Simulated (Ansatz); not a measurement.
in.yaml

```yaml
crystal:
  periodic: [false, false, false]
  atoms:
    - {symbol: Br, position_ang: [0.000000, 0.000000, -1.378333]}
    - {symbol: H, position_ang: [0.000000, 0.000000, 0.316667]}
    - {symbol: H, position_ang: [0.000000, 0.000000, 1.061667]}
basis:
  gaussian: {orbitals: cc-pVDZ}
magnetization: {spin_polarized: false, initial_magnetization: 1}
correlation: {method: sc_nevpt2, electrons: outside_noble_gas, active_space: {window: {electrons: 3, orbitals: 3}}}
```

```sh
$ ansatz run in.yaml --threads 1 --pin off --events-out ev --progress --plain --max-ram 2816MiB --backend cpu
```

Roughly how long does this take on 1 thread of AMD EPYC 7R13, shared host, and how much host memory?

1.6 s wall and 0.13 GiB.

```
401 factors; integrals over basis functions are off by at most 1.3e-3 eV
mean field evaluation 1: about -70026.8138 eV, gradient 7.6e0 eV
mean field evaluation 2: about -70026.8139 eV, gradient 7.6e0 eV
mean field evaluation 4: about -70027.2945 eV, gradient 1.1e0 eV
mean field evaluation 8: about -70027.3233 eV, gradient 1.2e-3 eV
mean field evaluation 16: about -70026.3259 eV, gradient 3.1e-4 eV
mean field evaluation 32: about -70026.3259 eV, gradient 1.1e-4 eV
mean field -70027.32332476 eV, -2573.4566659605 hartree, gradient 1.3e-6 eV, S^2 0.750000; 7 other end points of the search recorded, 0 dependent functions left out
reference -70027.32332476 eV, -2573.4566659605 hartree; 19, 18 occupied and 18, 19 virtual orbitals, 401 factors
state -70027.87936887 eV, -2573.4771002045 hartree
state -70027.87936887 eV, -2573.4771002045 hartree; corrected -70031.07092880 eV, -2573.5943878685 hartree
state -70027.48800213 eV, -2573.4627177421 hartree
state -70027.48800213 eV, -2573.4627177421 hartree; corrected -70031.04711700 eV, -2573.5935128010 hartree
state -70027.87936887 eV, -2573.4771002045 hartree; corrected -70031.07092880 eV, -2573.5943878685 hartree
Total energy: -70031.07092880 eV, -2573.5943878685 hartree
```

Natural occupations: 1.9757 1.0001 0.0242.

For the same geometry and basis full CI lies 577.5 meV lower.
